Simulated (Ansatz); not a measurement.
## Ansatz (development build ahead of 0.2.0) run

```yaml
crystal:
  periodic: [false, false, false]
  atoms:
    - { symbol: Na, position_ang: [0.0, 0.0, 0.0] }
    - { symbol: O, position_ang: [0.0, 0.0, 3.924] }
basis:
  gaussian: { orbitals: pcseg-2 }
magnetization:
  initial_magnetization: 3
hamiltonian:
  xc: { name: B3LYP }
```

The input is written out in the form of the current development build from the run's settings.

The run gave:

```yaml
Converged: yes
Total_energy: -237.39307 hartree
Spin_squared_of_the_determinant: 3.750
Stability_test: minimum among restricted orbitals
```
